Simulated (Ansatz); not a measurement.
System: hcp Os. Method: HSE06-D3(BJ) (Ansatz, a first-principles code, plane waves, PAW).

Settings: plane-wave cutoff 460 eV, 12×12×6 k mesh (along the axes of the cell as run), Fermi–Dirac smearing 0.05 eV, no spin polarisation, scalar-relativistic PAW data made under PBE.

Computed at the level's own relaxed cell.

Task: Predict the equilibrium lattice constant a and lattice parameter c.

Result: 
* **equilibrium lattice constant a**: 2.699 Å
* **lattice parameter c**: 4.271 Å

Measured, for comparison: lattice constant a 2.734 Å (293 K, no zero-point or thermal correction, our sources range from 2.734 to 2.740; as tabulated in Wikipedia's data pages); lattice parameter c 4.320 Å (293 K, no zero-point or thermal correction; as tabulated in Wikipedia's data pages). Computed (rounded) less measured: lattice constant a -1.3 % (-1.3 % to -1.5 % over the range), lattice parameter c -1.1 %. A static lattice is as a rule a little smaller and stiffer than an uncorrected measurement, which narrows the difference in the lattice constant a, lattice parameter c and would widen misses of the other sign.

Spin–orbit coupling is not included.

Computed values are for the static lattice.
